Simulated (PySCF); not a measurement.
Species: methylsilylchloride, CH₅ClSi.
Structure used (PBE0-D3(BJ)/def2-TZVP), in Å, numbered top down from 1:
```xyz
8
CH5ClSi angstrom
C     -0.9171    0.1114   -0.3808
Si     0.7734   -0.2245    0.3097
Cl     1.7237    1.5592    0.7197
H     -1.5243    0.6697    0.3343
H     -0.8496    0.6899   -1.3042
H     -1.4235   -0.8326   -0.6010
H      1.6203   -0.9605   -0.6601
H      0.7009   -0.9852    1.5808
```

Computed with PySCF at wB97X-D/pcSseg-2, non-relativistic, on one gas-phase PBE0-D3(BJ)/def2-TZVP geometry that isn't relaxed in the solvent. The solvent is an IEF-PCM continuum (van der Waals radii × 1.2). Specific hydrogen bonds and non-electrostatic terms are outside this model.

Gas phase at wB97X-D/pcSseg-2: HOMO -10.67 eV, LUMO 2.02 eV, dipole 2.03 D.

Task: What does the continuum do to the energy, the frontier levels and the dipole at wB97X-D/pcSseg-2 in chloroform?

Result: 
```csv
solvent,ε,E(solvent) − E(gas) (kcal/mol),polarisation term (kcal/mol),distortion of the solute (kcal/mol),HOMO (eV),LUMO (eV),dipole (D)
chloroform,4.711,-1.36,-1.52,0.16,-10.63,2.17,2.42
```

The first energy column is the sum of the next two and covers electrostatics alone.

Task: Which radius a makes the point-dipole formula ΔE = −[(ε − 1)/(2ε + 1)]·μ²/a³ give the value in chloroform, with the gas-phase dipole?

Result: μ = 0.798 au and |ΔE| = 0.00216 Eh give a = 2.49 Å; the farthest nucleus lies 2.42 Å from the centroid of the nuclei. The formula assumes a rigid point dipole at the centre of a sphere.

Task: Give the dipole vector in the frame of the coordinates (D, pointing from negative to positive charge), gas and chloroform.

Result: Gas (-1.50, -1.21, -0.63), solvent (-1.78, -1.46, -0.75). Its length changes by +19 % and its direction by less than 1°.

The pairwise dispersion term of wB97X-D wasn't added to the energies; at a given geometry it leaves orbitals and properties as they are.
